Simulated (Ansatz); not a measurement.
## Ansatz (development build ahead of 0.2.0) run

```yaml
crystal:
  periodic: [false, false, false]
  atoms:
    - { symbol: Al, position_ang: [0.0, 0.0, -1.30637] }
    - { symbol: Si, position_ang: [0.0, 0.0, 1.30637] }
basis:
  gaussian: { orbitals: def2-SVP }
magnetization:
  spin_polarized: true
  initial_magnetization: 3
hamiltonian:
  xc: hf
correlation:
  method: ccsd_t
  frozen_orbitals: { Al: 5, Si: 5 }
scf:
  omitted_lower_state_checks: [stability, starts, atomic_configurations, cluster_reference, orbital_swaps, given_window_search, neighbouring_geometries, increment]
```

The input is written out in the form of the current development build from the run's settings.

The run gave:

- Converged: yes
- Reference energy: -530.60075 hartree
- Correlation energy: -0.12854 hartree
- Total energy: -530.72929 hartree
